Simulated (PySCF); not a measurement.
**[ClH6]+: from HF to coupled cluster and rigid scans**

How much do the numbers for [ClH6]+ (singlet) hang on the method? All levels run at one geometry, the PBE0 minimum. Rigid scans about the minimum follow.

The runs use PySCF 2.14.0; several methods, basis Cl def2-TZVP, H def2-TZVP, no relativity, density fitting.

## Step 1: Where the work starts

7 atoms, charge 1, spin multiplicity 1.

Bond lengths: Cl1–H2 1.379 Å, Cl1–H3 1.379 Å, Cl1–H4 1.379 Å, Cl1–H5 1.379 Å, Cl1–H6 1.379 Å, Cl1–H7 1.379 Å. Angles: H2–Cl1–H3 180.0°, H2–Cl1–H4 90.0°, H2–Cl1–H5 90.0°, H2–Cl1–H6 90.0°, H2–Cl1–H7 90.0°, H3–Cl1–H4 90.0°, H3–Cl1–H5 90.0°, H3–Cl1–H6 90.0°, H3–Cl1–H7 90.0°, H4–Cl1–H5 90.0°, H4–Cl1–H6 180.0°, H4–Cl1–H7 90.0°, H5–Cl1–H6 90.0°, H5–Cl1–H7 180.0°, H6–Cl1–H7 90.0°.

```xyz
7
charge 1 multiplicity 1
Cl    0.0000    0.0000    0.0000
H     0.0000    0.0000    1.3787
H     0.0000    0.0000   -1.3787
H     1.3787    0.0000    0.0000
H     0.0000    1.3787    0.0000
H    -1.3787    0.0000    0.0000
H     0.0000   -1.3787    0.0000
```

## Step 2: PBE0

One driver script runs all steps and calls PySCF; scf.py shows the equivalent input of each level. Each SCF starts from the density of the minimum. The driver also runs the species with one electron less or more at the same geometry (one less: multiplicity 2, one more: multiplicity 2); their logs are not shown.

Contents of scf.py:

```python
from pyscf import gto, scf, dft
mol = gto.M(atom='''
Cl     0.000000     0.000000     0.000000
H     -0.000000     0.000000     1.378655
H      0.000000    -0.000000    -1.378655
H      1.378655    -0.000000     0.000000
H      0.000000     1.378655    -0.000000
H     -1.378655     0.000000    -0.000000
H     -0.000000    -1.378655     0.000000''',
    basis={'Cl': 'def2-TZVP', 'H': 'def2-TZVP'},
    charge=1, spin=0)
mf = dft.RKS(mol, xc='PBE0')
mf.grids.atom_grid = (75, 302)
aux = {'Cl': 'def2-universal-JKFIT', 'H': 'def2-universal-JKFIT'}
mf = mf.density_fit(auxbasis=aux)
mf.conv_tol = 1e-08
mf.diis_space = 10
mf.max_cycle = 60
mf.verbose = 4
mf.kernel()
```

Command:

```
OMP_NUM_THREADS=2 python axn.py task.json out
```

## Step 3: HF

scf.py: that of step 2 with these lines changed.

```diff
@@ -12,2 +12 @@
-mf = dft.RKS(mol, xc='PBE0')
-mf.grids.atom_grid = (75, 302)
+mf = scf.RHF(mol)
```

## Step 4: PBE

scf.py: that of step 3 with these lines changed.

```diff
@@ -12 +12,2 @@
-mf = scf.RHF(mol)
+mf = dft.RKS(mol, xc='PBE')
+mf.grids.atom_grid = (75, 302)
```

## Step 5: CCSD(T)

scf.py: that of step 4 with these lines changed.

```diff
@@ -12,2 +12 @@
-mf = dft.RKS(mol, xc='PBE')
-mf.grids.atom_grid = (75, 302)
+mf = scf.RHF(mol)
@@ -20,0 +20,3 @@
+from pyscf import cc
+mycc = cc.CCSD(mf, frozen=5).run()
+mycc.ccsd_t()
```

## Step 6: r2SCAN

scf.py: that of step 5 with these lines changed.

```diff
@@ -12 +12,2 @@
-mf = scf.RHF(mol)
+mf = dft.RKS(mol, xc='R2SCAN')
+mf.grids.atom_grid = (90, 434)
@@ -20,3 +20,0 @@
-from pyscf import cc
-mycc = cc.CCSD(mf, frozen=5).run()
-mycc.ccsd_t()
```

## Step 7: B3LYP

scf.py: that of step 6 with these lines changed.

```diff
@@ -12,2 +12,2 @@
-mf = dft.RKS(mol, xc='R2SCAN')
-mf.grids.atom_grid = (90, 434)
+mf = dft.RKS(mol, xc='B3LYP')
+mf.grids.atom_grid = (75, 302)
```

## Step 8: TPSSh

scf.py: that of step 7 with these lines changed.

```diff
@@ -12,2 +12,2 @@
-mf = dft.RKS(mol, xc='B3LYP')
-mf.grids.atom_grid = (75, 302)
+mf = dft.RKS(mol, xc='TPSSH')
+mf.grids.atom_grid = (90, 434)
```

## Step 9: M06-2X

scf.py: that of step 8 with these lines changed.

```diff
@@ -12 +12 @@
-mf = dft.RKS(mol, xc='TPSSH')
+mf = dft.RKS(mol, xc='M062X')
```

## Step 10: wB97X

scf.py: that of step 9 with these lines changed.

```diff
@@ -12,2 +12,2 @@
-mf = dft.RKS(mol, xc='M062X')
-mf.grids.atom_grid = (90, 434)
+mf = dft.RKS(mol, xc='WB97X')
+mf.grids.atom_grid = (75, 302)
```

## Step 12: Breathing scan

A rigid scan with PBE0: all bonds to the central atom are scaled together. Each point starts from its neighbour's orbitals, and energies count from the minimum. Dipoles of the ion refer to the centre of mass.

## Step 13: Stretching one bond

A rigid scan with PBE0: the bond from Cl to the last atom (H) is scaled and the rest held.

## Step 14: Trigonal twist

A rigid scan with PBE0: D3 path, twist of the two triangles (60 octahedral, 0 prismatic), bonds and polar angle fixed.

(Steps that only read results are left out.)

What does the calculation give? Wanted: vertical ionisation energy, CCSD(T); vertical electron affinity, CCSD(T); orbital gap, range; T1, D1; T1, D1 of the species with one electron less; T1, D1 of the species with one electron more; all bonds 4 % longer; one bond 20 % longer; prismatic shape, bonds held.

**Answer**, as computed:

| quantity | value |
| --- | --- |
| vertical ionisation energy, CCSD(T) | 17.12 eV |
| vertical electron affinity, CCSD(T) | 6.05 eV |
| orbital gap, range | 3.91 (PBE) to 12.27 (HF) eV |
| T1, D1 | 0.008, 0.013 |
| T1, D1 of the species with one electron less | 0.026, 0.087 |
| T1, D1 of the species with one electron more | 0.011, 0.021 |
| all bonds 4 % longer | 14.6 kJ/mol |
| one bond 20 % longer | 39.0 kJ/mol |
| prismatic shape, bonds held | 464.7 kJ/mol |

For the vertical ionisation energy, wB97X comes nearest to CCSD(T) (+0.01 eV) and HF is farthest (-0.95 eV). wB97X costs 4.4 s against 36 s for CCSD(T), a factor of about 8, and lands within 0.01 eV. Against CCSD(T), the vertical electron affinity is best met by wB97X (-0.07 eV) and worst by HF (-0.79 eV). PBE's −ε(HOMO), 13.3 eV, falls 3.8 eV short of the ionisation energy, while its energy difference gives 17.1 eV. Shortening all bonds by 4 % costs 18.2 kJ/mol and lengthening them 14.6: the wall is steeper on the short side. Held rigid otherwise, the prismatic shape costs 465 kJ/mol.
